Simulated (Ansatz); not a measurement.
Born–Oppenheimer molecular dynamics of CH₄BCl (7 atoms, charge 0, multiplicity 1). It starts from a relaxed structure.

Computed with Ansatz, RKS PBE-D4/def2-SVP.

| Property | Result |
| --- | --- |
| ensemble | NVE (velocity Verlet) |
| time step | 2 fs |
| steps asked | 40 |
| starting velocities drawn for | 300 K |
| seed | 907120 |

First frame:

```xyz
7
Properties=species:S:1:pos:R:3
B -0.003 0.001 -0.036
H 0.036 -0.013 1.180
Cl 1.562 0.006 -0.849
C -1.345 0.006 -0.829
H -1.927 -0.901 -0.546
H -1.972 0.858 -0.486
H -1.245 0.043 -1.930
```

(1) How far do the bonds stretch over the last three quarters of this one trajectory? (Pairs bonded in most of those frames.)

Answers

(1) 
```csv
bond,mean (Å),spread (Å),shortest,longest
B1–H2,1.218,0.009,1.20,1.23
B1–Cl3,1.778,0.030,1.72,1.82
B1–C4,1.559,0.013,1.54,1.59
C4–H5,1.119,0.027,1.07,1.16
C4–H6,1.111,0.030,1.07,1.15
C4–H7,1.109,0.021,1.08,1.14
```

Mean temperature of the second half: 143 K. The conserved energy stayed within 3.2 meV per atom of its start (net change 1.2 meV per atom), so there is no drift, though single steps change it by up to 21 meV in the whole system, a sign of fast motions only just resolved. Over the second half the temperature averaged 0.48 of the 300 K drawn at the start: a run that starts near a minimum puts about half its kinetic energy into the potential. A step of 2 fs is long for free X–H stretches (periods near 10 fs) and can bias their spread and the temperature. A run of 0.08 ps of so small a system gives no equilibrium averages.

Run time: 62 s on 1 thread of Arm Neoverse V1 (shared host), peak memory 0.1 GiB.
